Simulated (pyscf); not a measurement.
`[BH2][F]` + `[ClH]` -> `[F][BH][Cl]` + `[H][H]` (four-centre exchange; singlet surface; B–H, Cl–H broken, B–Cl, H–H formed). Single points on ωB97X-D3(BJ)/def2-SVP structures (PySCF, gas phase). Rate constants from transition-state theory, ωB97M-D3(BJ)/def2-TZVP energies (ideal gas, 1 atm, RRHO with modes under 100 cm⁻¹ raised to 100, one conformer, R ln 2 for chiral ones without a mode under 150 cm⁻¹; no tunnelling), k in cm³ molecule⁻¹ s⁻¹.

```json
[
 {"T (K)": "298", "1000/T": "3.354", "log10 k": "-25.50"},
 {"T (K)": "600", "1000/T": "1.667", "log10 k": "-18.94"},
 {"T (K)": "900", "1000/T": "1.111", "log10 k": "?"},
 {"T (K)": "1200", "1000/T": "0.833", "log10 k": "-15.40"}
]
```

### Question
Fit an Arrhenius line to the three values, give the activation energy, and predict k at 900 K.

### Answer
Least squares gives log10 k = -12.16 − 3.99 × 1000/T, so Ea = 3.99 × ln 10 × 1.987 = 18.3 kcal/mol, against an electronic barrier of 16.6. At 900 K the line gives -16.59; the computed value is -16.64 (ΔG‡ = 45.3 kcal/mol), close to the line. One saddle was located; it need not be the lowest between these sides.
